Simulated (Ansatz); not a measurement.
`[C]#C[SiH3]` radical. Charge 0, multiplicity 2.

Cartesian coordinates in Å:
```
C 0.6628 -2.3161 0.5322
C 0.3383 -1.1783 0.2707
Si -0.1536 0.5369 -0.1234
H -1.0655 0.5163 -1.2917
H 1.0625 1.3228 -0.4399
H -0.8444 1.1183 1.0521
```

(1) Give the diagnostics of a CCSD(T)/def2-TZVPP run (frozen core, Ansatz 0.2.0). (Estimate.)

Answers

(1) Computed: T1 = 0.0530, largest single amplitude 0.098, largest double 0.041, (T) share of the correlation energy 4.6 %, 14 CCSD cycles. ⟨S²⟩ of the UHF reference is 1.157 against 0.75 for a pure state. T1 lies over the customary mark of 0.045 for open shells.
